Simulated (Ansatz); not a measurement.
# Al2N: the cost of one run

Method: cc-pVTZ, core rule «outside noble gas», up to 11 orbitals frozen; program: Ansatz 0.2.0, Gaussian basis.

The runs, in order: UHF; CCSD(T) on ROHF; CCSD(T) on UHF; BCCD(T) on ROHF; CCSDT(Q) on ROHF; CCSDT(Q) on UHF.

7 further runs of the same task are left out: 4 for a known fault of the program, 3 set aside as unsound or not needed.

**1. What is computed**

The geometry is a PBE0/def2-TZVP stationary point (not a proven minimum) of the parent state, kept for this charge and spin.

3 atoms, charge 0, spin multiplicity 4.

Atoms are counted from 1 here; the program's logs count them from 0.

Bond lengths: Al1–N2 1.714 Å, N2–Al3 1.714 Å. Angles: Al1–N2–Al3 180.0°.

**2. UHF**

in.yaml reads:

```yaml
crystal:
  periodic: [false, false, false]
  atoms:
    - {symbol: Al, position_ang: [0.000000, 0.000000, 1.714500]}
    - {symbol: N, position_ang: [0.000000, 0.000000, 0.000000]}
    - {symbol: Al, position_ang: [0.000000, 0.000000, -1.714500]}
basis:
  gaussian: {orbitals: cc-pVTZ}
magnetization: {spin_polarized: true, initial_magnetization: 3}
hamiltonian: {xc: hf}
output: {orbitals: {seedname: orbitals}}
```

Command:

```console
ansatz run in.yaml --threads 1 --pin off --events-out ev --progress --plain --max-ram 4096MiB --backend cpu
```

**Question.** How long does this run take on 1 thread of AMD EPYC 7R13, shared host, and how much memory does it need?

About 11 s, with a peak of 0.27 GiB.
